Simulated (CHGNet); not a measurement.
**hcp Y**

Method: the machine-learned potential CHGNet 0.3.0 (trained on PBE and PBE+U data).

Cell (relaxed at this level):

```xyz
2
Lattice="3.5984 0.0000 0.0000 -1.7992 3.1163 0.0000 0.0000 0.0000 5.8695" Properties=species:S:1:pos:R:3 pbc="T T T"
Y      1.7992     1.0388     4.4021
Y      0.0000     2.0775     1.4674
```

```json
{
 "lattice_parameter_a": "3.598 Å",
 "c axis length": "5.870 Å",
 "equilibrium_volume_per_atom": "32.91 Å³/atom"
}
```

Measured, for comparison: lattice constant a 3.648 Å, lattice parameter c 5.732 Å (293 K, not corrected to a static lattice; as tabulated in Wikipedia's data pages). Computed (rounded) less measured: lattice constant a -1.4 %, lattice parameter c +2.4 %. A static lattice is as a rule a little smaller and stiffer than an uncorrected measurement, which narrows the difference in the lattice constant a and would widen misses of the other sign.

A machine-learned potential is trained on density-functional data: it inherits that level's misses and adds fitting errors of its own.
